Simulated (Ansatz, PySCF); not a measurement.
Bond stretch in SMILES FC(F)(F)F, singlet. The C1–F5 bond (C1 also carries F, F, F; F5 carries nothing else) is pulled apart rigidly from the PBE0/def2-TZVP optimised geometry. Each curve is given relative to its own lowest point near equilibrium.

| R / Å | A | B | C |
|---|---|---|---|
| 0.97 | 365.0 | 238.9 | 238.9 |
| 1.05 | 194.7 | 118.3 | 118.3 |
| 1.11 | 113.5 | 63.9 | 63.9 |
| 1.18 | 53.2 | 26.2 | 26.2 |
| 1.24 | 22.7 | 8.9 | 8.9 |
| 1.28 | 10.4 | 2.8 | 2.8 |
| 1.32 | 3.2 | 0.0 | 0.0 |
| 1.37 | 0.0 | 0.0 | 0.0 |
| 1.40 | 0.6 | 1.4 | 1.4 |
| 1.42 | 1.9 | 2.9 | 2.9 |
| 1.52 | 16.8 | 14.2 | 14.2 |
| 1.62 | 41.7 | 29.9 | 29.9 |
| 1.75 | 82.5 | 52.7 | 52.7 |
| 2.01 | 171.1 | 97.5 | 97.5 |
| 2.19 | 227.3 | 124.5 | 124.5 |
| 2.33 | 265.5 | 142.7 | 142.7 |
| 2.62 | 328.0 | 169.0 | 172.7 |
| 2.93 | 372.6 | 183.8 | 195.2 |
| 3.24 | 400.1 | 192.2 | 210.4 |
| 3.58 | 418.1 | 197.6 | 221.5 |
| 3.97 | 430.3 | 201.3 | 229.4 |
| 4.64 | 442.4 | 204.1 | 236.4 |

Energies in mEh.

Question: Which curve belongs to which method? The methods are PySCF with restricted Hartree-Fock/STO-3G; Ansatz (a quantum-chemistry and plane-wave program) with restricted PBE/cc-pVTZ; unrestricted PBE/cc-pVTZ in Ansatz.

Answer: A is RHF/STO-3G; B is UKS-PBE; C is RKS-PBE.

The restricted form behind RKS-PBE, RHF/STO-3G keeps the bonding electrons paired and can't separate into open-shell fragments. The unrestricted determinant behind UKS-PBE is spin-contaminated at 2.62 to 4.64 Å (<S²> up to 0.8, against 0.00 for a pure singlet).
